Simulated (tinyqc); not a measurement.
RKS/BP86 in the sto-3g basis, for H2F+, spin multiplicity 1, step by step. One step of it, computed by the program tinyqc.

Problem. Iteration 1: building the Kohn-Sham matrix. J_ij = sum D_kl (ij|kl); F = H + J + V_xc; E = tr D H + tr D J / 2 + E_xc + E_nn.

D at the start, order 1F 1s, 1F 2s, 1F 2px, 1F 2py, 1F 2pz, 2H 1s, 3H 1s:
```
[[1.956175, -0.458486, 0.000000, 0.000000, 0.009365, -0.011987, -0.011987],
 [-0.458486, 1.929670, 0.000000, 0.000000, -0.049715, 0.047667, 0.047667],
 [0.000000, 0.000000, 1.484657, 0.000000, 0.000000, 0.000000, 0.000000],
 [0.000000, 0.000000, 0.000000, 1.403998, 0.000000, 0.132732, -0.132732],
 [0.009365, -0.049715, 0.000000, 0.000000, 1.437445, 0.089761, 0.089761],
 [-0.011987, 0.047667, 0.000000, 0.132732, 0.089761, 0.913667, 0.042683],
 [-0.011987, 0.047667, 0.000000, -0.132732, 0.089761, 0.042683, 0.913667]]
```

core Hamiltonian H = T + V (hartree), order 1F 1s, 1F 2s, 1F 2px, 1F 2py, 1F 2pz, 2H 1s, 3H 1s:
```
[[-40.818485, -9.578507, 0.000000, 0.000000, -0.009017, -0.750413, -0.750413],
 [-9.578507, -11.296517, 0.000000, 0.000000, -0.112591, -1.931307, -1.931307],
 [0.000000, 0.000000, -8.965392, 0.000000, 0.000000, 0.000000, 0.000000],
 [0.000000, 0.000000, 0.000000, -9.016751, 0.000000, -1.089829, 1.089829],
 [-0.009017, -0.112591, 0.000000, 0.000000, -8.999825, -0.913772, -0.913772],
 [-0.750413, -1.931307, 0.000000, -1.089829, -0.913772, -4.264556, -0.614737],
 [-0.750413, -1.931307, 0.000000, 1.089829, -0.913772, -0.614737, -4.264556]]
```

Two-electron integrals (ij|kl) in chemists' order, unique and non-zero (hartree):
```
(11|11) 5.403501    (21|11) 0.841920    (21|21) 0.156299    (22|11) 1.268028
(22|21) 0.292344    (22|22) 0.926167    (31|31) 0.027998    (32|31) 0.043169
(32|32) 0.204588    (33|11) 1.264502    (33|21) 0.292403    (33|22) 0.925959
(33|33) 0.997514    (41|41) 0.027998    (42|41) 0.043169    (42|42) 0.204588
(43|43) 0.053770    (44|11) 1.264502    (44|21) 0.292403    (44|22) 0.925959
(44|33) 0.889973    (44|44) 0.997514    (51|51) 0.027998    (52|51) 0.043169
(52|52) 0.204588    (53|53) 0.053770    (54|54) 0.053770    (55|11) 1.264502
(55|21) 0.292403    (55|22) 0.925959    (55|33) 0.889973    (55|44) 0.889973
(55|55) 0.997514    (61|11) 0.066140    (61|21) 0.012185    (61|22) 0.022685
(61|33) 0.022653    (61|41) 0.000363    (61|42) 0.000688    (61|44) 0.022713
(61|51) 0.000297    (61|52) 0.000563    (61|54) 0.000049    (61|55) 0.022693
(61|61) 0.000959    (62|11) 0.189253    (62|21) 0.044312    (62|22) 0.159408
(62|33) 0.157019    (62|41) 0.002295    (62|42) 0.018981    (62|44) 0.161213
(62|51) 0.001879    (62|52) 0.015542    (62|54) 0.003435    (62|55) 0.159831
(62|61) 0.003507    (62|62) 0.035580    (63|31) 0.004370    (63|32) 0.026937
(63|43) 0.003858    (63|53) 0.003159    (63|63) 0.004994    (64|11) 0.106777
(64|21) 0.025301    (64|22) 0.097567    (64|33) 0.093607    (64|41) 0.005495
(64|42) 0.037713    (64|44) 0.103750    (64|51) 0.000921    (64|52) 0.008823
(64|54) 0.005146    (64|55) 0.095234    (64|61) 0.002072    (64|62) 0.026850
(64|64) 0.025158    (65|11) 0.087429    (65|21) 0.020716    (65|22) 0.079888
(65|33) 0.076645    (65|41) 0.000921    (65|42) 0.008823    (65|44) 0.078632
(65|51) 0.005124    (65|52) 0.034162    (65|54) 0.005485    (65|55) 0.084296
(65|61) 0.001697    (65|62) 0.021984    (65|64) 0.016510    (65|65) 0.018513
(66|11) 0.393421    (66|21) 0.093571    (66|22) 0.389251    (66|33) 0.378235
(66|41) 0.005192    (66|42) 0.061720    (66|44) 0.397855    (66|51) 0.004251
(66|52) 0.050536    (66|54) 0.016065    (66|55) 0.391389    (66|61) 0.007424
(66|62) 0.118953    (66|64) 0.105305    (66|65) 0.086224    (66|66) 0.774606
(71|11) 0.066140    (71|21) 0.012185    (71|22) 0.022685    (71|33) 0.022653
(71|41) -0.000363   (71|42) -0.000688   (71|44) 0.022713    (71|51) 0.000297
(71|52) 0.000563    (71|54) -0.000049   (71|55) 0.022693    (71|61) 0.000949
(71|62) 0.003426    (71|64) 0.001886    (71|65) 0.001660    (71|66) 0.007235
(71|71) 0.000959    (72|11) 0.189253    (72|21) 0.044312    (72|22) 0.159408
(72|33) 0.157019    (72|41) -0.002295   (72|42) -0.018981   (72|44) 0.161213
(72|51) 0.001879    (72|52) 0.015542    (72|54) -0.003435   (72|55) 0.159831
(72|61) 0.003426    (72|62) 0.028757    (72|64) 0.015089    (72|65) 0.017230
(72|66) 0.077613    (72|71) 0.003507    (72|72) 0.035580    (73|31) 0.004370
(73|32) 0.026937    (73|43) -0.003858   (73|53) 0.003159    (73|63) 0.003894
(73|73) 0.004994    (74|11) -0.106777   (74|21) -0.025301   (74|22) -0.097567
(74|33) -0.093607   (74|41) 0.005495    (74|42) 0.037713    (74|44) -0.103750
(74|51) -0.000921   (74|52) -0.008823   (74|54) 0.005146    (74|55) -0.095234
(74|61) -0.001886   (74|62) -0.015089   (74|64) -0.004271   (74|65) -0.008911
(74|66) -0.039008   (74|71) -0.002072   (74|72) -0.026850   (74|74) 0.025158
(75|11) 0.087429    (75|21) 0.020716    (75|22) 0.079888    (75|33) 0.076645
(75|41) -0.000921   (75|42) -0.008823   (75|44) 0.078632    (75|51) 0.005124
(75|52) 0.034162    (75|54) -0.005485   (75|55) 0.084296    (75|61) 0.001660
(75|62) 0.017230    (75|64) 0.008911    (75|65) 0.014106    (75|66) 0.051130
(75|71) 0.001697    (75|72) 0.021984    (75|74) -0.016510   (75|75) 0.018513
(76|11) 0.054232    (76|21) 0.012851    (76|22) 0.051508    (76|33) 0.050449
(76|44) 0.051212    (76|51) 0.000800    (76|52) 0.008455    (76|55) 0.052812
(76|61) 0.001009    (76|62) 0.012179    (76|64) 0.008173    (76|65) 0.008676
(76|66) 0.049404    (76|71) 0.001009    (76|72) 0.012179    (76|74) -0.008173
(76|75) 0.008676    (76|76) 0.005869    (77|11) 0.393421    (77|21) 0.093571
(77|22) 0.389251    (77|33) 0.378235    (77|41) -0.005192   (77|42) -0.061720
(77|44) 0.397855    (77|51) 0.004251    (77|52) 0.050536    (77|54) -0.016065
(77|55) 0.391389    (77|61) 0.007235    (77|62) 0.077613    (77|64) 0.039008
(77|65) 0.051130    (77|66) 0.255703    (77|71) 0.007424    (77|72) 0.118953
(77|74) -0.105305   (77|75) 0.086224    (77|76) 0.049404    (77|77) 0.774606
```

nuclear repulsion = 7.39772386 hartree

V_xc (hartree), order 1F 1s, 1F 2s, 1F 2px, 1F 2py, 1F 2pz, 2H 1s, 3H 1s:
```
[[-3.441904, -0.471932, 0.000000, 0.000000, 0.000310, -0.037411, -0.037411],
 [-0.471932, -0.890008, 0.000000, 0.000000, -0.003312, -0.141935, -0.141935],
 [0.000000, 0.000000, -0.881338, 0.000000, 0.000000, 0.000000, 0.000000],
 [0.000000, 0.000000, 0.000000, -0.885623, 0.000000, -0.086250, 0.086250],
 [0.000310, -0.003312, 0.000000, 0.000000, -0.881701, -0.072109, -0.072109],
 [-0.037411, -0.141935, 0.000000, -0.086250, -0.072109, -0.443323, -0.042963],
 [-0.037411, -0.141935, 0.000000, 0.086250, -0.072109, -0.042963, -0.443323]]
```

E_xc = sum of w rho eps_xc = -9.94228152 hartree

Give: Coulomb J; Kohn-Sham matrix F; total energy of this density.

Solution.

Coulomb J (hartree), order 1F 1s, 1F 2s, 1F 2px, 1F 2py, 1F 2pz, 2H 1s, 3H 1s:
```
[[18.5600, 3.5335, 0.0000, 0.0000, 0.0067, 0.2758, 0.2758],
 [3.5335, 8.8309, 0.0000, 0.0000, 0.0934, 1.5297, 1.5297],
 [0.0000, 0.0000, 8.8036, 0.0000, 0.0000, 0.0000, 0.0000],
 [0.0000, 0.0000, 0.0000, 8.8377, 0.0000, 0.9435, -0.9435],
 [0.0067, 0.0934, 0.0000, 0.0000, 8.8269, 0.7907, 0.7907],
 [0.2758, 1.5297, 0.0000, 0.9435, 0.7907, 4.1396, 0.5161],
 [0.2758, 1.5297, 0.0000, -0.9435, 0.7907, 0.5161, 4.1396]]
```

Kohn-Sham matrix F (hartree), order 1F 1s, 1F 2s, 1F 2px, 1F 2py, 1F 2pz, 2H 1s, 3H 1s:
```
[[-25.7004, -6.5169, 0.0000, 0.0000, -0.0020, -0.5120, -0.5120],
 [-6.5169, -3.3556, 0.0000, 0.0000, -0.0225, -0.5436, -0.5436],
 [0.0000, 0.0000, -1.0432, 0.0000, 0.0000, 0.0000, 0.0000],
 [0.0000, 0.0000, 0.0000, -1.0647, 0.0000, -0.2326, 0.2326],
 [-0.0020, -0.0225, 0.0000, 0.0000, -1.0547, -0.1951, -0.1951],
 [-0.5120, -0.5436, 0.0000, -0.2326, -0.1951, -0.5682, -0.1416],
 [-0.5120, -0.5436, 0.0000, 0.2326, -0.1951, -0.1416, -0.5682]]
```

total energy of this density = -94.919810 hartree

This density is the starting one; it is not idempotent, so its energy is not variational and may lie below the converged one.
